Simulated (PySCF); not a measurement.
Compound: C2H3Cl3O.
Bonds: O1–C2, C2–C3, C3–Cl4, C3–Cl5, C3–Cl6. Hydrogens: H7 on O1; H8, H9 on C2.

The same species was optimised twice, with GFN2-xTB and with PBE0-D3(BJ)/def2-SVP (PySCF), and the same property calculations (PySCF, gas phase) were run on both structures.

```csv
coordinate,GFN2-xTB,PBE0-D3(BJ)/def2-SVP,change
C3–Cl4 (Å),1.785,1.793,+0.008
O1–C2 (Å),1.386,1.379,-0.007
C3–Cl6 (Å),1.772,1.768,-0.004
C2–C3 (Å),1.535,1.532,-0.003
C3–Cl5 (Å),1.773,1.772,-0.001
C2–C3–Cl5 (°),109.9,108.9,-1.0
C2–C3–Cl4 (°),109.2,108.3,-0.9
Cl5–C3–Cl6 (°),109.4,110.2,+0.8
Cl4–C3–Cl5 (°),108.8,109.4,+0.6
O1–C2–C3 (°),112.5,113.1,+0.6
Cl4–C3–Cl6 (°),108.6,109.0,+0.4
C2–C3–Cl6 (°),110.9,110.9,0.0
O1–C2–C3–Cl4 (°),60,60,0
```

Rotational constants: A = 1935, B = 1588, C = 1431 MHz (GFN2-xTB) against A = 1923, B = 1591, C = 1432 MHz (PBE0-D3(BJ)/def2-SVP).

On the GFN2-xTB structure: HOMO (eV) -8.72 [PBE0/pcSseg-1]; LUMO (eV) -0.85 [PBE0/pcSseg-1]; dipole (D) 1.36 [PBE0/pcSseg-1]; GIAO shielding of O1 (ppm) 288.7 [PBE0/pcSseg-1]; GIAO shielding of C2 (ppm) 105.4 [PBE0/pcSseg-1]; GIAO shielding of C3 (ppm) 61.9 [PBE0/pcSseg-1]; GIAO shielding of Cl4/Cl5/Cl6 (mean) (ppm) 518.6 [PBE0/pcSseg-1].

Question: What do these properties become on the PBE0-D3(BJ)/def2-SVP structure?

Answer: 
| property | level | on GFN2-xTB | on PBE0-D3(BJ)/def2-SVP | change |
| --- | --- | --- | --- | --- |
| HOMO (eV) | PBE0/pcSseg-1 | -8.72 | -8.74 | -0.02 |
| LUMO (eV) | PBE0/pcSseg-1 | -0.85 | -0.92 | -0.07 |
| dipole (D) | PBE0/pcSseg-1 | 1.36 | 1.27 | -0.09 |
| energy, GFN2-xTB geometry as zero (kcal/mol) | PBE0/pcSseg-1 | 0.0 | -0.1 | -0.1 |
| GIAO shielding of O1 (ppm) | PBE0/pcSseg-1 | 288.7 | 289.3 | +0.6 |
| GIAO shielding of C2 (ppm) | PBE0/pcSseg-1 | 105.4 | 104.4 | -1.0 |
| GIAO shielding of C3 (ppm) | PBE0/pcSseg-1 | 61.9 | 60.5 | -1.4 |
| GIAO shielding of Cl4/Cl5/Cl6 (mean) (ppm) | PBE0/pcSseg-1 | 518.6 | 522.1 | +3.5 |

The heavy atoms differ by 0.013 Å rms after alignment. Among bonds between heavy atoms O1–C2 and C3–Cl4 change most and about equally (-0.007 to +0.008 Å). Changes are differences of the printed values. Neither structure is proved a minimum here.

Conformer computed: `[OH:1][CH2:2][C:3]([Cl:4])([Cl:5])[Cl:6]`: O1–C2–C3–Cl4 60°, H–O1–C2–C3 -59°.
